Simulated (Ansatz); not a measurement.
## Ansatz (development build ahead of 0.2.0) run

```yaml
crystal:
  periodic: [false, false, false]
  atoms:
    - { symbol: "N", position_ang: [1.13844, 0.02539, 0.0375] }
    - { symbol: C, position_ang: [0.29439, 1.09755, -0.02112] }
    - { symbol: C, position_ang: [-1.02935, 0.71018, 0.01845] }
    - { symbol: C, position_ang: [-0.98513, -0.71592, -0.04968] }
    - { symbol: C, position_ang: [0.33317, -1.11523, 0.04983] }
    - { symbol: H, position_ang: [2.11246, -0.01688, 0.04476] }
    - { symbol: H, position_ang: [0.75334, 2.1018, -0.04482] }
    - { symbol: H, position_ang: [-1.85092, 1.32132, -0.02364] }
    - { symbol: H, position_ang: [-1.83093, -1.41052, -0.00051] }
    - { symbol: H, position_ang: [0.76599, -2.06591, 0.00163] }
basis:
  gaussian: { orbitals: "6-31G" }
hamiltonian:
  xc: hf
correlation:
  method: mp2
  frozen_orbitals: { C: 1, H: 0, "N": 1 }
```

The input is written out in the form of the current development build from the run's settings.

Results

```json
{
 "Converged": "yes",
 "Reference energy": "-208.71949 hartree",
 "Correlation energy": "-0.45606 hartree",
 "Total energy": "-209.17555 hartree",
 "Spin squared of the determinant": "0.000"
}
```
